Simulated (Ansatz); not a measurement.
Elements on the sites of an ideal fluorite lattice, at a guessed lattice constant:

```
CELL_PARAMETERS angstrom
-4.76357 4.76357 0.00000
-4.76357 0.00000 4.76357
0.00000 4.76357 4.76357
ATOMIC_POSITIONS crystal
O 0.87500 0.87500 0.37500
O 0.37500 0.87500 0.37500
O 0.87500 0.37500 0.37500
O 0.87500 0.87500 0.87500
O 0.37500 0.37500 0.37500
O 0.37500 0.87500 0.87500
O 0.87500 0.37500 0.87500
O 0.37500 0.37500 0.87500
O 0.62500 0.62500 0.12500
O 0.12500 0.62500 0.12500
O 0.62500 0.12500 0.12500
O 0.62500 0.62500 0.62500
O 0.12500 0.12500 0.12500
O 0.12500 0.62500 0.62500
O 0.62500 0.12500 0.62500
O 0.12500 0.12500 0.62500
Si 0.00000 0.00000 0.00000
Si 0.50000 0.00000 0.00000
Si 0.00000 0.00000 0.50000
Ca 0.50000 0.00000 0.50000
Y 0.50000 0.50000 0.00000
Ta 0.00000 0.50000 0.00000
Ta 0.00000 0.50000 0.50000
Ta 0.50000 0.50000 0.50000
```

Cell and atoms were relaxed without symmetry on coarser meshes and computed once more. These are results of DFT PBE, scalar-relativistic, plane waves, PAW in Ansatz 0.2.0, not measurements.

Cutoff 420 eV; k points 4×4×4 on the computed 24-atom cell (Γ-centred); Gaussian smearing, width 0.02 eV; no spin polarisation.

The relaxation ran on 2×2×2 (shifted) and then 3×3×3 k points with a smearing of 0.1 eV, from sites shaken by 0.02 Å.

Problem. What does the relaxation give?

Solution. A volume of 11.59 Å³/atom and a gap on the mesh of 3.11 eV. It lies 2.82 eV/atom below the elements' standard states (static lattices, no corrections for gases). The atoms leave their sites by 0.86 Å (root mean square) and 1.41 Å at most, and the cell stretches by up to 12.3 % at fixed volume, so the lattice hasn't survived.

```xyz
24
Lattice="-4.9324 4.4032 -0.0391 -5.2280 -0.3347 5.1201 0.6750 5.0390 5.4604" Properties=species:S:1:pos:R:3 pbc="T T T"
O    -9.4148    5.3230    6.6502
O    -5.2589    3.3259    6.0597
O    -5.2695    5.7928    3.8001
O    -8.7011    7.2752    8.0581
O    -3.6869    3.5805    3.9072
O    -5.0854    5.1936    9.9572
O    -6.0773    3.6272    1.8906
O    -3.8637    5.4668    7.2777
O    -7.1950    2.6251    3.9925
O    -3.0509    0.9213    3.8389
O    -3.8130    3.2703    0.8224
O    -6.1205    5.8614    6.0762
O    -1.6880    1.8634    1.4400
O    -2.5455    3.6830    6.0198
O    -2.8039    6.0297    4.9887
O    -1.1236    3.5230    3.2963
Si   -5.0333    4.4098    0.8093
Si   -2.6871    2.2522    0.2139
Si   -5.3586    2.2303    7.3813
Ca   -7.5269    5.0229    7.8852
Y    -5.0931    1.9565    3.3552
Ta   -7.4138    8.6517    7.8667
Ta   -2.0145    2.3521    4.5741
Ta   -4.3921    4.8716    5.3740
```

Spin-orbit coupling is left out, which matters for the bands of heavy elements.

Cost: 2 runs of about 20 core-minutes in all (earlier runs that led there not counted), on Arm Neoverse V1 (shared hosts).